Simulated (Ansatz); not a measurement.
## Relaxing Pt2Cl

Computed with DFT PBE, scalar-relativistic, plane waves, PAW (Ansatz 0.2.0). Cutoff 420 eV, Γ-centred k mesh, Gaussian smearing, no spin polarisation in the final step.

The start puts Pt2Cl on the AlB2 structure type (P6/mmm, No. 191), with Cl in place of Al, Pt in place of B, at a guessed volume.

```yaml
crystal:
  lattice:
    - [3.83658, 0.00000, 0.00000]
    - [-1.91829, 3.32258, 0.00000]
    - [0.00000, 0.00000, 4.14249]
  atoms:
    - { symbol: Pt, position: [0.33333, 0.66667, 0.50000] }
    - { symbol: Pt, position: [0.66667, 0.33333, 0.50000] }
    - { symbol: Cl, position: [0.00000, 0.00000, 0.00000] }
```

Cell and atoms relax at zero pressure; the relaxation can't lower the symmetry of the start. After a coarse first stage the cell is made exact in the group found at 0.06 Å.

Formation energies are uncorrected and refer to the elements' standard structures at the same level (Cl₂ as a molecule).

What does it relax into?

It keeps P6/mmm (No. 191), but not the shape of the type it started on. Conventional cell: a = 4.629 Å, c = 2.804 Å. Around Pt lie 5 Pt at 2.67–2.80 Å and 6 Cl at 3.02 Å; Cl is coordinated by 2 Cl at 2.80 Å and 12 Pt at 3.02 Å.

```cif
data_structure
_symmetry_space_group_name_H-M 'P6/mmm'
_symmetry_Int_Tables_number 191
_cell_length_a 4.6289
_cell_length_b 4.6289
_cell_length_c 2.8036
_cell_angle_alpha 90.000
_cell_angle_beta 90.000
_cell_angle_gamma 120.000
_cell_volume 52.02
loop_
_atom_site_label
_atom_site_type_symbol
_atom_site_symmetry_multiplicity
_atom_site_Wyckoff_symbol
_atom_site_fract_x
_atom_site_fract_y
_atom_site_fract_z
_atom_site_occupancy
Pt1 Pt 2 d 0.33333 0.66667 0.50000 1
Cl1 Cl 1 a 0.00000 0.00000 0.00000 1
```

What are its volume, energy, density and gap?

The volume per atom is 17.34 Å³. The density is 13.59 g/cm³ and the energy over the elements is 0.75 eV/atom. The gap on the 12×12×16 mesh is 0 eV (a metal).

The final run used a 12×12×16 mesh on its 3-atom cell and 0.10 eV smearing. For metals, differences of a few meV/atom aren't resolved. Spin–orbit coupling is left out. Symmetry constrained the relaxation, so the result can be a saddle point. The steps took of the order of 2 core-minutes in all.